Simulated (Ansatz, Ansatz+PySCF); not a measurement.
```yaml
atoms:
  - { symbol: C, position_ang: [-0.0039, -0.0039, -0.4502] }
  - { symbol: C, position_ang: [-0.0040, 1.2240, 0.1890] }
  - { symbol: C, position_ang: [0.0078, -1.2359, 0.1975] }
  - { symbol: H, position_ang: [-0.0090, 0.0014, -1.5347] }
  - { symbol: H, position_ang: [0.0052, 2.1562, -0.3723] }
  - { symbol: H, position_ang: [-0.0003, 1.2891, 1.2912] }
  - { symbol: H, position_ang: [0.0015, -2.1548, -0.3723] }
  - { symbol: H, position_ang: [-0.0096, -1.2967, 1.2860] }
```

UHF-MP2 on doublet C3H5 was run in several spherical basis sets with Ansatz (development build ahead of 0.2.0). Frozen core: 3 orbitals. Caution for UHF-MP2: the unrestricted determinant is spin contaminated.

Rank the basis sets by the total energy that they give, lowest first, with the distance from the lowest.
A. STO-3G
B. cc-pVDZ
C. def2-TZVP
D. def2-SVP
E. 6-31G(d)

C (0.00 eV), B (2.88 eV), E (4.05 eV), D (5.45 eV), A (48.27 eV).

Totals follow the description of the cores as much as that of the bonds, so this order isn't one of quality for chemistry.
